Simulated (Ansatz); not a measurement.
# AlBS (singlet): wave-function methods side by side, cc-pVDZ

How much of the correlation energy of AlBS (singlet) does each wave-function method recover here?

Method: cc-pVDZ, core rule «outside noble gas», up to 11 orbitals frozen; program: Ansatz 0.2.0, Gaussian basis.

To be run: UHF; CCSD(T) on RHF; CCSD(T) on UHF; BCCD(T) on RHF; CISD; CCSDT(Q) on RHF; CCSDT(Q) on UHF; CCSDTQ on RHF; CASSCF and MRCISD+Q, 12 electrons in 12 orbitals; CASSCF and NEVPT2, 12 electrons in 12 orbitals.

8 further runs of the same task are left out: 4 for a known fault of the program, 4 set aside as unsound or not needed.

### 1 The geometry

The geometry is a PBE0/def2-TZVP stationary point (not a proven minimum).

3 atoms, charge 0, spin multiplicity 1.

Atoms are counted from 1 here; the program's logs count them from 0.

Bond lengths: Al1–B2 2.231 Å, B2–S3 1.617 Å. Angles: Al1–B2–S3 180.0°.

As a file:

```mol
AlBS
  3D, bonds by distance, orders not assigned

  3  2  0  0  0  0  0  0  0  0999 V2000
    0.0000    0.0000    2.0262 Al  0  0
    0.0000    0.0000   -0.2045 B   0  0
    0.0000    0.0000   -1.8217 S   0  0
  1  2  8  0
  2  3  8  0
M  END
```

### 2 UHF

File in.yaml:

```yaml
crystal:
  periodic: [false, false, false]
  atoms:
    - {symbol: Al, position_ang: [0.000000, 0.000000, 2.026204]}
    - {symbol: B, position_ang: [0.000000, 0.000000, -0.204465]}
    - {symbol: S, position_ang: [0.000000, 0.000000, -1.821740]}
basis:
  gaussian: {orbitals: cc-pVDZ}
magnetization: {spin_polarized: true, initial_magnetization: 0}
hamiltonian: {xc: hf}
output: {orbitals: {seedname: orbitals}}
```

On the command line:

```console
$ ansatz run in.yaml --threads 1 --pin off --events-out ev --progress --plain --max-ram 2816MiB --backend cpu
```

Further steps of the session: CCSD(T) on RHF; CCSD(T) on UHF; BCCD(T) on RHF; CISD; CCSDT(Q) on RHF; CCSDT(Q) on UHF; CCSDTQ on RHF; CASSCF and MRCISD+Q, 12 electrons in 12 orbitals; CASSCF and NEVPT2, 12 electrons in 12 orbitals.

Q: Predict the results of all the runs planned. Wanted: RCCSDTQ below the RHF energy; RMP2 from RCCSDTQ; RCCSD from RCCSDTQ; RCCSD(T) from RCCSDTQ; RCCSDT(Q) from RCCSDTQ; NEVPT2 valence from RCCSDTQ; MRCISD+Q valence from RCCSDTQ; T1 diagnostic; effectively unpaired electrons.

**Answer**, as computed:

| quantity | value |
| --- | --- |
| RCCSDTQ below the RHF energy | -7.8684 eV |
| RMP2 from RCCSDTQ | +29.53 kcal/mol |
| RCCSD from RCCSDTQ | +9.28 kcal/mol |
| RCCSD(T) from RCCSDTQ | +1.27 kcal/mol |
| RCCSDT(Q) from RCCSDTQ | -0.06 kcal/mol |
| NEVPT2 valence from RCCSDTQ | +24.39 kcal/mol |
| MRCISD+Q valence from RCCSDTQ | +1.18 kcal/mol |
| levels within 1 kcal/mol (43 meV) | RCCSDT, RCCSDT(Q) |
| T1 diagnostic | 0.023 |
| effectively unpaired electrons | 0.14 |

In words: RCCSD(T) misses by +1.27 kcal/mol, 0.7 % of the correlation energy. One determinant dominates. Of the multireference levels listed MRCISD+Q valence comes nearest in total energy (+1.18 kcal/mol), which doesn't show that its space is the better one. These misses are within one basis, not against nature.
